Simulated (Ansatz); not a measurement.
Start from `C=CC(=C)Cl` and change one atom or group to get `C=CC(=C)O`.

Ansatz, PBE0-D4/def2-TZVP geometries, multiplicity 1. Each molecule was computed in one conformer, which needn't be the lowest.

```csv
property,`C=CC(=C)Cl`
LUMO energy (B3LYP/def2-TZVPP) / eV,-1.43
HOMO–LUMO gap (PBE0/def2-TZVPP) / eV,5.82
LUMO energy (PBE/def2-TZVPP) / eV,-2.15
HOMO energy (PBE0/def2-TZVPP) / eV,-7.05
size of the dipole moment (ωB97M-V/def2-TZVPP) / D,1.39
HOMO–LUMO gap (PBE/def2-TZVPP) / eV,3.88
```

Task: What does the change do to each property? (Estimate.)

Result: Ansatz gave: 
```json
{"property": "LUMO energy (B3LYP/def2-TZVPP) / eV", "`C=CC(=C)O`": "-0.94", "shift": "0.49"}
{"property": "HOMO–LUMO gap (PBE0/def2-TZVPP) / eV", "`C=CC(=C)O`": "5.78", "shift": "-0.04"}
{"property": "LUMO energy (PBE/def2-TZVPP) / eV", "`C=CC(=C)O`": "-1.65", "shift": "0.50"}
{"property": "HOMO energy (PBE0/def2-TZVPP) / eV", "`C=CC(=C)O`": "-6.51", "shift": "0.54"}
{"property": "size of the dipole moment (ωB97M-V/def2-TZVPP) / D", "`C=CC(=C)O`": "0.84", "shift": "-0.55"}
{"property": "HOMO–LUMO gap (PBE/def2-TZVPP) / eV", "`C=CC(=C)O`": "3.80", "shift": "-0.08"}
```

Dipoles are sizes alone; their direction can turn.

B3LYP here is the variant with VWN-RPA as its local correlation; programs differ in this.
